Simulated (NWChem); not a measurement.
# C2H3O (acetyl radical): a line through the functionals

The species is C2H3O (6 atoms), meant as a doublet with charge 0. SMILES: `C[C]=O`. The coordinates come from a PBE0-D4/def2-TZVP relaxation.

The dipole moment y, in D, basis def2-TZVP; a is the functional's share of exact exchange. Programs: NWChem 7.3.0.

| functional | program | a | y (D) |
| --- | --- | --- | --- |
| UTPSS | NWChem | 0 | 2.45 |
| U-revPBE | NWChem | 0 | 2.40 |
| UB3LYP | NWChem | 0.2 | ? |
| UPBE0 | NWChem | 0.25 | 2.58 |
| UBHLYP | NWChem | 0.5 | 2.73 |

Task: Fit y = c + s·a to the known rows and predict UB3LYP.

Result: 
1. Means of the 4 rows: a = 0.1875, y = 2.540.
2. Σ(Δa)² = 0.17188, Σ(Δa·Δy) = 0.105, so the slope is 0.105/0.17188 = 0.61089.
3. Intercept: 2.540 − (0.61089) × 0.1875 = 2.425. The largest residual of the fit is 0.025.
4. UB3LYP: 2.425 + (0.61089) × 0.2 = 2.55 D.

The run gave 2.56 D, so the prediction is off by -0.01 D, within the scatter of the fit. More exact exchange makes the molecule more polar here. The rows mix families of semi-local functionals, which the line can't see.
